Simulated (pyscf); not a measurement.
Thermochemistry of product channels of HO–Al [singlet] + methyl (CH₃•) on the doublet surface, in kcal/mol, from ωB97M-D3(BJ)/def2-TZVP energies (ideal gas, 1 atm, RRHO with modes under 100 cm⁻¹ raised to 100, one conformer, R ln 2 for chiral ones without a mode under 150 cm⁻¹). Structures and frequencies: ωB97X-D3(BJ)/def2-SVP in PySCF.

```csv
products,ΔE,ΔH(298 K),ΔG(298 K),ΔG(900 K)
[H₃C–Al–OH]•,-33.5,-30.9,-22.2,-4.6
[O=Al]• + methane (CH₄),+7.8,+10.1,+11.3,+15.3
•O–AlH₂ + methylene (CH₂) [triplet],+116.0,+109.7,+108.2,+105.0
H₃C–AlH–O•,+0.5,+0.5,+9.2,+26.8
•H₂C–AlH–OH,-17.8,-18.3,-9.5,+7.9
O=AlH + H atom (H•) + methylene (CH₂) [triplet],+160.6,+151.9,+144.1,+127.4
```

The channel to [H₃C–Al–OH]• turns unfavourable between 298 and 1200 K (ΔG from -22.2 kcal/mol to +3.9 kcal/mol). The channel to •H₂C–AlH–OH turns unfavourable between 298 and 1200 K (ΔG from -9.5 kcal/mol to +16.0 kcal/mol).

These are energies of the channels, which say nothing of barriers. •O–AlH₂ lies 34.3 kcal/mol over its isomer [HO–AlH]• (electronic energy, ωB97M-D3(BJ)). The term symbol of open-shell O=Al was not checked; spin-orbit terms and orbital degeneracy are left out.
